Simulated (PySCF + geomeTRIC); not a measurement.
Species: HS, SMILES `[SH]` (charge 0, multiplicity 2).

Problem. Give a relaxed geometry from PySCF + geomeTRIC with BP86-D3(BJ)/def2-SVP.

Solution. the end point of this relaxation (outside a Z-matrix the atoms follow the SMILES, hydrogens last).
Z-matrix (Å, degrees):
```
S
H 1 1.3675
```
